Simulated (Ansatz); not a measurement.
**CCl, sextet: the ladder up to UCCSDT(Q)**

Geometry: that of the CCl, quartet, kept fixed. The quartet lies 9.2 eV lower here.

```json
{"atom": "C", "x (Å)": "0.0000", "y (Å)": "0.0000", "z (Å)": "0.0000"}
{"atom": "Cl", "x (Å)": "0.0000", "y (Å)": "0.0000", "z (Å)": "1.6442"}
```

Basis cc-pVTZ; Ansatz 0.2.0. Correlated methods freeze the noble-gas cores, which leaves 11 electrons in 58 orbitals. R marks a restricted (for open shells ROHF) determinant, U an unrestricted one. Active spaces: valence = (11e, 8o) chosen from the atoms' valence shells.

Full CI isn't at hand for all of this; UCCSDT(Q) serves as the reference, and is uncertain by about the last step of the cluster series. The frozen core follows each run's orbitals, which can shift R against U totals by a few meV.

For open shells CISD is restricted-active-space CI with the open shells as a complete middle space.

- UHF ⟨S²⟩: 8.768
- T1 diagnostic (RCCSD): 0.0228
- largest doubles amplitude (RCCSD): 0.035
- T1 diagnostic (UCCSD): 0.0196

Task: From what is known of these methods and the diagnostics, rank them by the size of their error in total energy against UCCSDT(Q) in cc-pVTZ, smallest first (an estimate: the text doesn't fix the numbers).
A. RHF
B. NEVPT2 (valence space)
C. MRCISD+Q (valence space)
D. BCCD(T)
E. RCCSDT(Q)

Result: E (3 meV), D (41 meV), C (166 meV), B (1677 meV), A (7569 meV).

All errors are against UCCSDT(Q) in cc-pVTZ. Within each family the higher level lies nearer, as is usual though not guaranteed.

Natural occupations of CASSCF (valence space) about the gap: 1.002 1.002 1.000 1.000 1.000; effectively unpaired electrons, Σ n²(2−n)², 5.00.
